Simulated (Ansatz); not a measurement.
Results of r²SCAN (plane waves, PAW; Ansatz, a first-principles code) for bcc Mo.

Numerical settings: plane-wave cutoff 600 eV, 16×16×16 k mesh, Fermi–Dirac smearing 0.1 eV, finite displacements, force constants from a 4×4×4 q mesh, no spin polarisation, scalar-relativistic PAW data made under PBE.

Computed at the level's own relaxed cell. Harmonic vibrational thermodynamics at fixed volume:

```
T (K)  S_vib (J/K per mol of atoms)  C_V (J/K per mol of atoms)  F_vib (eV/atom)
-----  ----------------------------  --------------------------  ---------------
100                            6.92                       13.53           0.0342
200                             [?]                         [?]              [?]
600                             [?]                         [?]              [?]
700                             [?]                         [?]              [?]
800                             [?]                         [?]              [?]
900                             [?]                         [?]              [?]
1000                            [?]                         [?]              [?]
```

Problem. Some entries are withheld; supply them.

Solution. 
- 200, S_vib (J/K per mol of atoms): 19.26
- 200, C_V (J/K per mol of atoms): 21.12
- 200, F_vib (eV/atom): 0.0203
- 600, S_vib (J/K per mol of atoms): 44.88
- 600, C_V (J/K per mol of atoms): 24.47
- 600, F_vib (eV/atom): -0.1210
- 700, S_vib (J/K per mol of atoms): 48.66
- 700, C_V (J/K per mol of atoms): 24.60
- 700, F_vib (eV/atom): -0.1696
- 800, S_vib (J/K per mol of atoms): 51.95
- 800, C_V (J/K per mol of atoms): 24.68
- 800, F_vib (eV/atom): -0.2217
- 900, S_vib (J/K per mol of atoms): 54.86
- 900, C_V (J/K per mol of atoms): 24.73
- 900, F_vib (eV/atom): -0.2771
- 1000, S_vib (J/K per mol of atoms): 57.47
- 1000, C_V (J/K per mol of atoms): 24.77
- 1000, F_vib (eV/atom): -0.3353

The crystal is taken as a harmonic solid at every temperature: melting, phase changes and thermal expansion are not seen, nor the electrons' share in a metal.
